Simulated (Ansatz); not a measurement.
How methods differ on CH2BCl (SMILES B[C]Cl)

The species is CH2BCl (5 atoms), meant as a triplet with charge 0. SMILES: `B[C]Cl`. The coordinates come from a GFN2-xTB relaxation.

Quantity: the electronic atomisation energy, in eV. The values are calculated. Electronic energies at fixed atoms, without zero-point motion or spin-orbit coupling.

```
           level                    kind  program  value (eV)  less FCI/STO-3G  CPU time (all runs)
 U-r2SCAN/STO-3G                meta-GGA   Ansatz       20.09            +3.48                7.8 s
U-r2SCAN0/STO-3G         hybrid meta-GGA   Ansatz       19.70            +3.09                  6 s
   UBHLYP/STO-3G           global hybrid   Ansatz       18.92            +2.31                1.8 s
   UHSE06/STO-3G  range-separated hybrid   Ansatz       19.94            +3.33                  3 s
  UB2PLYP/STO-3G           double hybrid   Ansatz       18.50            +1.89                2.1 s
     UMP2/STO-3G     perturbation theory   Ansatz       16.72            +0.11                0.2 s
 UBCCD(T)/STO-3G   coupled cluster or CI   Ansatz       16.60            -0.01               0.55 s
   UCCSDT/STO-3G   coupled cluster or CI   Ansatz       16.61             0.00                1.5 s
      FCI/STO-3G      exact in the basis   Ansatz       16.61             0.00                 47 s
```

FCI/STO-3G is exact within its basis and frozen core, so for wave-function methods in that basis the difference is their error; functionals converge differently with the basis, so for them it is only a difference. The values span 16.60 to 20.09 eV. All rows use very small basis sets, so none should be taken for the real molecule's value. In so small a basis fixed costs decide the times, and correlated methods can beat functionals. CPU times are rough (shared hosts, several kinds of processor and program).
